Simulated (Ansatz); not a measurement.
AlH2(CCH) (C2H3Al). The state is a singlet with charge 0. Geometry PBE-D4/def2-TZVP, basis def2-TZVP, Ansatz.

```xyz
6

Al    0.524   -0.706   -0.941
H     0.778   -0.023   -2.354
H     0.890   -2.224   -0.647
C    -0.252    0.341    0.458
C    -0.751    1.011    1.350
H    -1.188    1.601    2.134
```

| run | HOMO (eV) | LUMO (eV) |
| --- | --- | --- |
| A | -7.62 | -2.25 |
| B | -9.06 | -1.09 |
| C | -8.18 | -1.71 |
| D | -7.07 | -2.37 |
| E | -8.02 | -1.88 |
| F | -7.79 | -2.10 |

B3LYP takes the VWN-RPA correlation. HSE06 is defined as in plane-wave codes, on full-range PBE exchange.

Q: The runs used B3LYP, BHLYP, HSE06, PBE0, r2SCAN, r2SCAN0. Estimate which is which.

A: A HSE06 (range-separated); B BHLYP (50 % exact exchange); C r2SCAN0 (25 % exact exchange); D r2SCAN (0 % exact exchange); E PBE0 (25 % exact exchange); F B3LYP (20 % exact exchange). Exact exchange lowers occupied and raises empty levels; among semilocal functionals meta-GGAs tend to open the gap a little, and such runs are hard to tell apart. The gap grows from 4.70 eV (r2SCAN) to 7.97 eV (BHLYP).
